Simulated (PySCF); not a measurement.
## Unknown compound

An unknown has the formula C$_{6}$H$_{12}$. Its calculated NMR data are:

¹H NMR (400 MHz, computed): δ 1.47 (s, 12H).

¹³C{¹H} NMR (computed): δ 30.9 (6C).

PySCF 2.14 calculation with GIAO PBE0/pcSseg-1 shieldings and structure optimised with GFN2-xTB; isolated molecule, single conformer, non-relativistic Hamiltonian, averaged over atoms made equivalent by symmetry, fast rotation or ring inversion.

Chemical shifts δ = σref − σ; ¹H (31.72 ppm), ¹³C (186.93 ppm) against TMS, all at this level.

Propose a structure and justify it.

Results:


- Rings plus π bonds: 1 (1 ring in the answer).
- 1 carbon signal for 6 carbons: some carbons are equivalent by symmetry or fast rotation.
- Carbon types of the structure: 6 × CH2, which accounts for all hydrogens.
- δC 30.9: sp3 CH2 in a ring; aliphatic region, no heteroatom directly attached.
- δH 1.47: hydrogen on an sp3 CH2 in a ring; far from electronegative atoms and π systems.

These data were computed for `C1CCCCC1`.

The data come from this structure; uniqueness wasn't tested.

Shifts are as computed. Against solution values, carbons near 30 ppm lie about +3 ppm off and those near 130 ppm about +5 ppm. Of 246 compounds with measured shifts, 49 miss one by over three times the rms of a fit or turn the order of signals round; such compounds aren't used in these exercises.
